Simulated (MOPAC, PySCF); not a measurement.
H2S, SMILES `S`, neutral singlet in the gas phase. 

Cartesian coordinates (Å):
SMILES: S
```xyz
3

S     -0.0097     0.6194     0.0000
H     -0.9622    -0.3249     0.0000
H      0.9719    -0.2945     0.0000
```
Charge 0, spin multiplicity 1.

All levels are single points at this geometry (PBE0-D3(BJ)/def2-TZVP); Pople sets use spherical d functions. Orbital energies aren't observables, and empty levels follow the basis.

B3LYP/3-21G in PySCF gives gap (eV) = 8.15.

### Question
Estimate the gap (eV) from each of these levels: PBE-D3(BJ)/def2-TZVP in PySCF; TPSSh-D3(BJ)/def2-TZVP in PySCF; B3LYP/6-311+G** in PySCF; B3LYP/LANL2DZ in PySCF; BP86/6-31G* in PySCF; M06-2X/6-31G* in PySCF; SVWN5/6-31G* in PySCF; HF/STO-3G in PySCF; AM1 in MOPAC; PM3 in MOPAC; PM6 in MOPAC; PM7 in MOPAC.

### Answer

```
level                            gap (eV)
-------------------------------  --------
PBE-D3(BJ)/def2-TZVP in PySCF        5.76
TPSSh-D3(BJ)/def2-TZVP in PySCF      6.94
B3LYP/6-311+G** in PySCF             7.05
B3LYP/LANL2DZ in PySCF               8.13
BP86/6-31G* in PySCF                 5.89
M06-2X/6-31G* in PySCF              10.44
SVWN5/6-31G* in PySCF                5.87
HF/STO-3G in PySCF                  20.22
AM1 in MOPAC                        10.42
PM3 in MOPAC                        10.14
PM6 in MOPAC                         9.88
PM7 in MOPAC                         8.53
```
